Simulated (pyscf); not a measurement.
This saddle point was located with ωB97X-D3(BJ)/def2-SVP in PySCF.

```xyz
6

N      1.2582     0.2500     0.4072
Si     0.1638     0.2246    -0.8037
H      0.5691     0.1773     1.5536
H     -1.3137     0.1371    -0.6776
H      0.6425     0.2933    -2.2043
H     -0.1168     0.1218     2.1193
```
Charge 0, spin multiplicity 2.

Surface: doublet, charge 0. Lowest wavenumbers (cm⁻¹): 1181i, 307, 390, 622, 648.

Which two sides does it connect, and which bonds change?

HN=SiH₂ + H atom (H•) <-> [N=SiH₂]• + hydrogen (H₂), a hydrogen abstraction read from left to right: H–N broken and H–H formed. At ωB97M-D3(BJ)/def2-TZVP it lies +13.1 kcal/mol from the left side and +6.9 kcal/mol from the right (each side as separated species at their lowest minima found). The same reactants have a lower exit, to [HN=SiH]• + H₂ (barrier +3.8 kcal/mol at ωB97M-D3(BJ)/def2-TZVP, against +13.1 kcal/mol here). HN=SiH₂ lies 18.2 kcal/mol over its isomer H₂N–SiH: [singlet] (electronic energy, ωB97M-D3(BJ)/def2-TZVP). [N=SiH₂]• lies 28.8 kcal/mol over its isomer [HN=SiH]• (electronic energy, ωB97M-D3(BJ)/def2-TZVP). One saddle was located; it need not be the lowest between these sides. The angle at the transferred H is 161°.
